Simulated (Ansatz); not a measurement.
Reaction (SMILES): Cl[C]Cl (closed-shell singlet) + 3 [H][H] (H2) → C (CH4) + 2 Cl (HCl)
B3LYP-D3(BJ)/def2-TZVP geometries, fixed; electronic energies without zero-point terms.

Basis-set convergence of the energy of full hydrogenation at HF with Ansatz (a program for electronic structure). Cartesian d functions, on some or all atoms, in 6-31G**, 6-31+G*, 6-311G**; all else is spherical. A restricted Hartree-Fock determinant is unstable towards unrestricted orbitals. No added dispersion term, no relativity. Functions are those of the species that has most. Reference: the value in pcseg-4, -138.50 kcal/mol, itself unsure by roughly 0.15 kcal/mol (its mean distance from aug-pcseg-3, aug-cc-pV(Q+d)Z, cc-pV(5+d)Z). Deviations are taken from unrounded values.

```json
[
 {"basis": "STO-3G", "functions": "23", "energy of full hydrogenation (kcal/mol)": "-140.08", "minus reference (kcal/mol)": "-1.59"},
 {"basis": "3-21G", "functions": "35", "energy of full hydrogenation (kcal/mol)": "-158.94", "minus reference (kcal/mol)": "-20.45"},
 {"basis": "def2-SV(P)", "functions": "50", "energy of full hydrogenation (kcal/mol)": "-135.70", "minus reference (kcal/mol)": "2.80"},
 {"basis": "def2-SVP", "functions": "50", "energy of full hydrogenation (kcal/mol)": "-147.94", "minus reference (kcal/mol)": "-9.45"},
 {"basis": "6-31G**", "functions": "53", "energy of full hydrogenation (kcal/mol)": "-142.99", "minus reference (kcal/mol)": "-4.50"},
 {"basis": "6-31+G*", "functions": "65", "energy of full hydrogenation (kcal/mol)": "-139.12", "minus reference (kcal/mol)": "-0.63"},
 {"basis": "6-311G**", "functions": "72", "energy of full hydrogenation (kcal/mol)": "-144.13", "minus reference (kcal/mol)": "-5.64"},
 {"basis": "aug-pcseg-1", "functions": "77", "energy of full hydrogenation (kcal/mol)": "-143.68", "minus reference (kcal/mol)": "-5.18"},
 {"basis": "def2-TZVP", "functions": "105", "energy of full hydrogenation (kcal/mol)": "-137.34", "minus reference (kcal/mol)": "1.16"},
 {"basis": "6-311++G(3df,3pd)", "functions": "133", "energy of full hydrogenation (kcal/mol)": "-139.10", "minus reference (kcal/mol)": "-0.61"},
 {"basis": "jun-cc-pV(T+d)Z", "functions": "135", "energy of full hydrogenation (kcal/mol)": "-138.88", "minus reference (kcal/mol)": "-0.38"},
 {"basis": "aug-cc-pV(Q+d)Z", "functions": "264", "energy of full hydrogenation (kcal/mol)": "-138.35", "minus reference (kcal/mol)": "0.14"},
 {"basis": "aug-pcseg-3", "functions": "281", "energy of full hydrogenation (kcal/mol)": "-138.71", "minus reference (kcal/mol)": "-0.22"}
]
```
